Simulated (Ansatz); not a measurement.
**AlHO (singlet): the correlation ladder at distance Al1–O2 = 1.594 Å, 6-31G**

How much of the correlation energy of AlHO (singlet) does each wave-function method recover here?

Program: Ansatz 0.2.0, Gaussian basis. Level of theory: 6-31G, core rule «outside noble gas», up to 6 orbitals frozen. These are calculated values, not measurements.

Plan: UHF; CCSD(T) on RHF; BCCD(T) on RHF; CISD; CCSDT(Q) on RHF; CISDTQ; CCSDTQ on RHF; CASSCF and MRCISD+Q, 2 electrons in 2 orbitals; CASSCF and NEVPT2, 2 electrons in 2 orbitals; Full CI.

43 further runs of the same task are left out: 21 for a known fault of the program, 16 that didn't finish, 6 set aside as unsound or not needed.

## Step 1: What is computed

The geometry derives from a PBE0/def2-TZVP stationary point (not a proven minimum). One bond is set to the value named and the two fragments are kept rigid.

3 atoms, charge 0, spin multiplicity 1.

Atoms are counted from 1 here; the program's logs count them from 0.

Bond lengths: Al1–O2 1.594 Å, Al1–H3 1.568 Å. Angles: O2–Al1–H3 180.0°.

Geometry (Å):

```xyz
3
AlHO
Al    0.00000    0.00000    0.00847
O     0.00000    0.00000   -1.58528
H     0.00000    0.00000    1.57681
```

## Step 2: UHF

The input, in.yaml:

```yaml
crystal:
  periodic: [false, false, false]
  atoms:
    - {symbol: Al, position_ang: [0.000000, 0.000000, 0.008471]}
    - {symbol: O, position_ang: [0.000000, 0.000000, -1.585277]}
    - {symbol: H, position_ang: [0.000000, 0.000000, 1.576806]}
basis:
  gaussian: {orbitals: 6-31G}
magnetization: {spin_polarized: true, initial_magnetization: 0}
hamiltonian: {xc: hf}
output: {orbitals: {seedname: orbitals}}
```

Run with:

```
$ ansatz run in.yaml --threads 1 --pin off --events-out ev --progress --plain --max-ram 2393MiB
```

After this run come: CCSD(T) on RHF; BCCD(T) on RHF; CISD; CCSDT(Q) on RHF; CISDTQ; CCSDTQ on RHF; CASSCF and MRCISD+Q, 2 electrons in 2 orbitals; CASSCF and NEVPT2, 2 electrons in 2 orbitals; Full CI.

Before running them: what should the planned runs give, taken together? Wanted: FCI below the RHF energy; RMP2 from FCI; RCCSD from FCI; RCCSD(T) from FCI; RCCSDT(Q) from FCI; NEVPT2 pair from FCI; MRCISD+Q pair from FCI; T1 diagnostic; effectively unpaired electrons.

As calculated:

| quantity | value |
| --- | --- |
| FCI below the RHF energy | -5.5254 eV |
| RMP2 from FCI | +170.9 meV |
| RCCSD from FCI | +327.0 meV |
| RCCSD(T) from FCI | +44.9 meV |
| RCCSDT(Q) from FCI | -21.3 meV |
| NEVPT2 pair from FCI | +258.7 meV |
| MRCISD+Q pair from FCI | +169.1 meV |
| levels within 1 kcal/mol (43 meV) | BCCD(T), RCCSDT, RCCSDT(Q), RCCSDTQ |
| T1 diagnostic | 0.041 |
| effectively unpaired electrons | 0.12 |

What this shows: RCCSD(T) lands +44.9 meV from the yardstick (0.8 % of the correlation energy). RCCSDT(Q), RCCSDTQ fall below full CI, which methods that aren't variational can do. The occupations are near whole numbers, but T1 = 0.041 shows that the orbitals relax strongly. Of the multireference levels listed MRCISD+Q pair comes nearest in total energy (+169.1 meV), which doesn't show that its space is the better one. These misses are within one basis, not against nature.
